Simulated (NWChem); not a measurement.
Species: SiH₄ cation, doublet; SMILES of the neutral closed-shell parent [SiH4]

```xyz
5

Si     0.0813     0.1904     0.0045
H      1.2598    -0.0529    -0.8338
H     -0.1610     1.3546     0.8628
H     -0.5751    -1.1382     0.5571
H     -1.2455    -0.4317    -0.5906
```
Atoms are numbered in this order, from 1.

All runs: NWChem. Pople sets run with spherical d functions. Spin-unrestricted. Coordinates come from a B3LYP/6-31G* (spherical d), spin-unrestricted optimisation. The spin multiplicity was typed, not searched, and may not be the lowest. No stability test was run on the SCF state. B3LYP is NWChem's, with the RPA form of VWN correlation. Atomic charges in e: unrestrained fits to the electrostatic potential beside Mulliken populations; buried atoms are poorly determined by the fit.

For level B3LYP/def2-SVP:

```yaml
ESP Si1: 0.69
Mulliken Si1: 0.55
```

Estimate the same quantities for level UHF/6-31G*.


| Item | Value |
|---|---|
| ESP Si1 | 0.83 |
| Mulliken Si1 | 0.77 |
